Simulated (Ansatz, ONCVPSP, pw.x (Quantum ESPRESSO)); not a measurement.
# From atom to crystal: ONCV potential for tungsten

ONCVPSP 4.0.1 input, shortened (lines: element, Z, core and valence counts, functional; n l f; lmax; l rc ep ncon nbas qcut; lloc lpopt rc5 dvloc0; l nproj debl; icmod fcfact rcfact), PBEsol, scalar-relativistic:

```
  W 74.00   12    2  -116133      upf
    1    0    2.00
    2    0    2.00
    2    1    6.00
    3    0    2.00
    3    1    6.00
    3    2   10.00
    4    0    2.00
    4    1    6.00
    4    2   10.00
    4    3   14.00
    5    0    2.00
    5    1    6.00
    5    2    4.00
    6    0    2.00
    2
    0    2.15    0.00    3    7    2.60
    1    2.60    0.32    4    9    2.80
    2    2.15    0.00    5   10    8.90
    0    5    2.15    0.00
    0    0    0.50
    1    2    2.50
    2    2    3.50
    3    3.75    1.35
```

In the p channel the program set the typed energies aside and used 0.050, 2.550 Ha.

Atomic tests: cutoffs needed: 14 Ha and 17 Ha (the cutoffs (Ha) at which the residual kinetic energy of the hardest occupied pseudo-wave falls to 1 and 0.1 mHa per electron) The cutoffs count occupied waves only; projector 2 of the p channel, the hardest unoccupied one, needs 49 Ha at the loose tolerance.; ghost test: no bound ghost flagged; GHOST(+) flagged for p at 377.2 eV; configuration tests: 1 of 4 tests not solved or not reliable.

Crystal test: diamond W in pw.x 7.5, no spin, 8³ k-points, Fermi–Dirac smearing 0.01 Ry, cutoffs 50/200 Ry. The reference is all-electron LAPW (Ansatz 0.2.0) with the same functional, mesh and smearing; V0 and B0 come from Birch–Murnaghan fits to the pressures at five volumes. Errors are pseudo minus all-electron; Δ is the rms difference of the E(V) curves that follow from these fits, minima aligned, over ±6 % about the mean V0. Mesh and smearing are coarse, so the numbers serve the comparison and aren't converged zero-temperature values; the lattice is a test structure that the element need not adopt.

```
V (Å³/atom)  P all-electron (GPa)  P pseudo (GPa)
     22.719                  7.14            8.62
     23.317                  3.29            4.67
     23.915                 -0.12            1.17
     24.513                 -3.15           -1.94
     25.111                 -5.84           -4.70
```

All-electron: a0 = 5.760 Å (V0 = 23.89 Å³/atom), B0 = 129.0 GPa.

Pseudopotential: mean pressure error (GPa): +1.30; a0 (Å): 5.780; a0 error (%): +0.33; B0 error (%): -1.2; Δ (meV/atom): 6.7. The largest radius (2.60 bohr) exceeds half the bond length (2.36 bohr), so the spheres overlap, which is one possible source of error among others. Atomic configuration tests: 1 of 4 tests not solved or not reliable.

Task: At the middle volume, how do free energy and pressure move when the wave cutoff is lowered (ecutrho kept at four times it)?

Result:

| cutoff (Ry) | shift of F (meV/atom) | shift of P (GPa) |
| --- | --- | --- |
| 22 | +691.5 | -19.84 |
| 30 | +54.5 | -2.58 |
| 40 | +5.9 | +0.11 |

The run at the middle volume (29 k-points, 10 iterations) took about 9.9 s on one core of a shared host (Intel(R) Xeon(R) 6975P-C, 192 threads, 1512 GiB, load 111).
